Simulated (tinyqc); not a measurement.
Worked calculation: UKS/BLYP in the sto-3g basis, for OH+, spin multiplicity 3. One step of it, computed by the program tinyqc.

Problem. Iteration 1: building the Kohn-Sham matrix. J_ij = sum D_kl (ij|kl) with D = D(alpha) + D(beta); F = H + J + V_xc; E = tr D H + tr D J / 2 + E_xc + E_nn.

D(alpha) at the start, lower triangle:
```
            1O 1s      1O 2s    1O 2px    1O 2py     1O 2pz     2H 1s
1O 1s    1.063184
1O 2s   -0.275201   1.197367
1O 2px   0.000000   0.000000  1.000000
1O 2py   0.000000   0.000000  0.000000  1.000000
1O 2pz  -0.021685   0.129754  0.000000  0.000000   1.118615
2H 1s    0.042221  -0.183653  0.000000  0.000000  -0.197823  0.056830
```

D(beta) at the start, lower triangle:
```
            1O 1s      1O 2s    1O 2px    1O 2py     1O 2pz     2H 1s
1O 1s    1.063184
1O 2s   -0.275201   1.197367
1O 2px   0.000000   0.000000  0.000000
1O 2py   0.000000   0.000000  0.000000  0.000000
1O 2pz  -0.021685   0.129754  0.000000  0.000000   1.118615
2H 1s    0.042221  -0.183653  0.000000  0.000000  -0.197823  0.056830
```

core Hamiltonian H = T + V (hartree), lower triangle:
```
             1O 1s      1O 2s     1O 2px     1O 2py     1O 2pz      2H 1s
1O 1s   -32.138675
1O 2s    -7.474986  -8.762296
1O 2px    0.000000   0.000000  -6.932041
1O 2py    0.000000   0.000000   0.000000  -6.932041
1O 2pz   -0.013915  -0.166587   0.000000   0.000000  -7.042342
2H 1s    -1.512254  -3.213717   0.000000   0.000000  -2.301211  -4.530697
```

Two-electron integrals (ij|kl) in chemists' order, unique and non-zero (hartree):
```
(11|11) 4.785065   (21|11) 0.741380   (21|21) 0.136873   (22|11) 1.118947
(22|21) 0.256633   (22|22) 0.817206   (31|31) 0.024477   (32|31) 0.037809
(32|32) 0.180518   (33|11) 1.115814   (33|21) 0.256684   (33|22) 0.817023
(33|33) 0.880159   (41|41) 0.024477   (42|41) 0.037809   (42|42) 0.180518
(43|43) 0.047444   (44|11) 1.115814   (44|21) 0.256684   (44|22) 0.817023
(44|33) 0.785270   (44|44) 0.880159   (51|51) 0.024477   (52|51) 0.037809
(52|52) 0.180518   (53|53) 0.047444   (54|54) 0.047444   (55|11) 1.115814
(55|21) 0.256684   (55|22) 0.817023   (55|33) 0.785270   (55|44) 0.785270
(55|55) 0.880159   (61|11) 0.150911   (61|21) 0.027627   (61|22) 0.051468
(61|33) 0.051369   (61|44) 0.051369   (61|51) 0.001275   (61|52) 0.002387
(61|55) 0.051674   (61|61) 0.005649   (62|11) 0.367506   (62|21) 0.085346
(62|22) 0.300949   (62|33) 0.295833   (62|44) 0.295833   (62|51) 0.006408
(62|52) 0.048973   (62|55) 0.310894   (62|61) 0.017563   (62|62) 0.137271
(63|31) 0.008925   (63|32) 0.051976   (63|53) 0.010172   (63|63) 0.019552
(64|41) 0.008925   (64|42) 0.051976   (64|54) 0.010172   (64|64) 0.019552
(65|11) 0.264825   (65|21) 0.062296   (65|22) 0.234560   (65|33) 0.223919
(65|44) 0.223919   (65|51) 0.013024   (65|52) 0.088114   (65|55) 0.255579
(65|61) 0.013385   (65|62) 0.129958   (65|65) 0.141170   (66|11) 0.507437
(66|21) 0.119759   (66|22) 0.484305   (66|33) 0.464727   (66|44) 0.464727
(66|51) 0.011640   (66|52) 0.122653   (66|55) 0.522855   (66|61) 0.024864
(66|62) 0.278158   (66|65) 0.300630   (66|66) 0.774606
```

nuclear repulsion = 4.18735676 hartree

V_xc(alpha) (hartree), lower triangle:
```
            1O 1s      1O 2s     1O 2px     1O 2py     1O 2pz      2H 1s
1O 1s   -3.134732
1O 2s   -0.437397  -0.827756
1O 2px   0.000000   0.000000  -0.819577
1O 2py   0.000000   0.000000   0.000000  -0.819577
1O 2pz  -0.001548  -0.002964   0.000000   0.000000  -0.827861
2H 1s   -0.089873  -0.272106   0.000000   0.000000  -0.198415  -0.343403
```

V_xc(beta) (hartree), lower triangle:
```
            1O 1s      1O 2s     1O 2px     1O 2py     1O 2pz      2H 1s
1O 1s   -3.106613
1O 2s   -0.414881  -0.700896
1O 2px   0.000000   0.000000  -0.656164
1O 2py   0.000000   0.000000   0.000000  -0.656164
1O 2pz  -0.001920  -0.005058   0.000000   0.000000  -0.773278
2H 1s   -0.085768  -0.244283   0.000000   0.000000  -0.195108  -0.374914
```

E_xc = sum of w rho eps_xc = -8.69078572 hartree

Give: Coulomb J; F(alpha); F(beta); total energy of this density.

Solution.

Coulomb J (hartree), lower triangle:
```
         1O 1s   1O 2s  1O 2px  1O 2py  1O 2pz  2H 1s
1O 1s   16.370
1O 2s    3.034   7.173
1O 2px   0.000   0.000   7.136
1O 2py   0.000   0.000   0.000   7.136
1O 2pz   0.004  -0.001   0.000   0.000   7.224
2H 1s    0.613   2.551   0.000   0.000   1.950  3.919
```

F(alpha) (hartree), lower triangle:
```
          1O 1s   1O 2s  1O 2px  1O 2py  1O 2pz   2H 1s
1O 1s   -18.904
1O 2s    -4.878  -2.417
1O 2px    0.000   0.000  -0.616
1O 2py    0.000   0.000   0.000  -0.616
1O 2pz   -0.011  -0.170   0.000   0.000  -0.646
2H 1s    -0.989  -0.935   0.000   0.000  -0.550  -0.955
```

F(beta) (hartree), lower triangle:
```
          1O 1s   1O 2s  1O 2px  1O 2py  1O 2pz   2H 1s
1O 1s   -18.875
1O 2s    -4.856  -2.290
1O 2px    0.000   0.000  -0.452
1O 2py    0.000   0.000   0.000  -0.452
1O 2pz   -0.012  -0.173   0.000   0.000  -0.592
2H 1s    -0.985  -0.907   0.000   0.000  -0.547  -0.987
```

total energy of this density = -73.78554 hartree
